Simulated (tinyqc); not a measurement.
MP2 on RHF in the sto-3g basis, frozen core, for OH-, spin multiplicity 1, step by step. The basis has no diffuse functions, so it cannot describe the extra electron: this is an exercise in the method, not the real anion. One step of it, computed by the program tinyqc.

Question. Integrals over molecular orbitals. (pq|rs) = sum C_ip C_jq C_kr C_ls (ij|kl), one index at a time.

coefficients C:
```
              MO1        MO2        MO3        MO4       MO5        MO6
1O 1s    0.994409  -0.243377   0.098804   0.000000  0.000000  -0.076973
1O 2s    0.023557   0.907549  -0.508429   0.000000  0.000000   0.450064
1O 2px   0.000000   0.000000   0.000000   0.992029  0.126010   0.000000
1O 2py   0.000000   0.000000   0.000000  -0.126010  0.992029   0.000000
1O 2pz   0.002764   0.032851   0.517981   0.000000  0.000000   0.945430
2H 1s   -0.005383   0.232972   0.715104   0.000000  0.000000  -0.901621
```

core Hamiltonian H = T + V (hartree):
```
             1O 1s      1O 2s     1O 2px     1O 2py     1O 2pz      2H 1s
1O 1s   -32.100294  -7.465901   0.000000   0.000000  -0.011949  -1.248380
1O 2s    -7.465901  -8.726155   0.000000   0.000000  -0.145791  -2.793729
1O 2px    0.000000   0.000000  -6.902097   0.000000   0.000000   0.000000
1O 2py    0.000000   0.000000   0.000000  -6.902097   0.000000   0.000000
1O 2pz   -0.011949  -0.145791   0.000000   0.000000  -6.993875  -2.063907
2H 1s    -1.248380  -2.793729   0.000000   0.000000  -2.063907  -4.263541
```

Two-electron integrals (ij|kl) in chemists' order, unique and non-zero (hartree):
```
(11|11) 4.785065   (21|11) 0.741380   (21|21) 0.136873   (22|11) 1.118947
(22|21) 0.256633   (22|22) 0.817206   (31|31) 0.024477   (32|31) 0.037809
(32|32) 0.180518   (33|11) 1.115814   (33|21) 0.256684   (33|22) 0.817023
(33|33) 0.880159   (41|41) 0.024477   (42|41) 0.037809   (42|42) 0.180518
(43|43) 0.047444   (44|11) 1.115814   (44|21) 0.256684   (44|22) 0.817023
(44|33) 0.785270   (44|44) 0.880159   (51|51) 0.024477   (52|51) 0.037809
(52|52) 0.180518   (53|53) 0.047444   (54|54) 0.047444   (55|11) 1.115814
(55|21) 0.256684   (55|22) 0.817023   (55|33) 0.785270   (55|44) 0.785270
(55|55) 0.880159   (61|11) 0.124446   (61|21) 0.022795   (61|22) 0.042514
(61|33) 0.042431   (61|44) 0.042431   (61|51) 0.001048   (61|52) 0.001971
(61|55) 0.042687   (61|61) 0.003845   (62|11) 0.318499   (62|21) 0.074034
(62|22) 0.262929   (62|33) 0.258339   (62|44) 0.258339   (62|51) 0.005569
(62|52) 0.043467   (62|55) 0.271850   (62|61) 0.012587   (62|62) 0.106857
(63|31) 0.007553   (63|32) 0.044668   (63|53) 0.008908   (63|63) 0.014819
(64|41) 0.007553   (64|42) 0.044668   (64|54) 0.008908   (64|64) 0.014819
(65|11) 0.236078   (65|21) 0.055560   (65|22) 0.210661   (65|33) 0.201218
(65|44) 0.201218   (65|51) 0.011200   (65|52) 0.077437   (65|55) 0.229309
(65|61) 0.009842   (65|62) 0.104033   (65|65) 0.114930   (66|11) 0.474229
(66|21) 0.112012   (66|22) 0.457557   (66|33) 0.439473   (66|44) 0.439473
(66|51) 0.010427   (66|52) 0.113751   (66|55) 0.493151   (66|61) 0.019189
(66|62) 0.239518   (66|65) 0.266091   (66|66) 0.774606
```

Give: one-electron integrals over orbitals h = C^T H C; Two-electron integrals over orbitals.

Answer.

one-electron integrals over orbitals h = C^T H C (hartree):
```
         1       2       3       4       5       6
1  -32.083   0.598  -0.234   0.000   0.000   0.184
2    0.598  -7.109   0.720   0.000   0.000  -0.924
3   -0.234   0.720  -5.474   0.000   0.000  -1.455
4    0.000   0.000   0.000  -6.902   0.000   0.000
5    0.000   0.000   0.000   0.000  -6.902   0.000
6    0.184  -0.924  -1.455   0.000   0.000  -5.667
```

Two-electron integrals over orbitals (pq|rs), unique and non-zero (hartree); the lowest 1 orbital is frozen and left out:
```
(22|22) 0.727       (32|22) -0.047      (32|32) 0.141       (33|22) 0.612
(33|32) -3.29e-03   (33|33) 0.635       (42|42) 0.152       (43|42) -0.049
(43|43) 0.039       (44|22) 0.758       (44|32) -0.103      (44|33) 0.599
(44|44) 0.880       (52|52) 0.152       (53|52) -0.049      (53|53) 0.039
(54|54) 0.047       (55|22) 0.758       (55|32) -0.103      (55|33) 0.599
(55|44) 0.785       (55|55) 0.880       (62|22) 0.099       (62|32) 0.035
(62|33) 2.92e-03    (62|44) 0.103       (62|55) 0.103       (62|62) 0.109
(63|22) 0.125       (63|32) -0.119      (63|33) 0.029       (63|44) 0.165
(63|55) 0.165       (63|62) 0.033       (63|63) 0.174       (64|42) 0.037
(64|43) 0.011       (64|64) 0.038       (65|52) 0.037       (65|53) 0.011
(65|65) 0.038       (66|22) 0.677       (66|32) 0.019       (66|33) 0.635
(66|44) 0.667       (66|55) 0.667       (66|62) 0.085       (66|63) 0.054
(66|66) 0.716
```
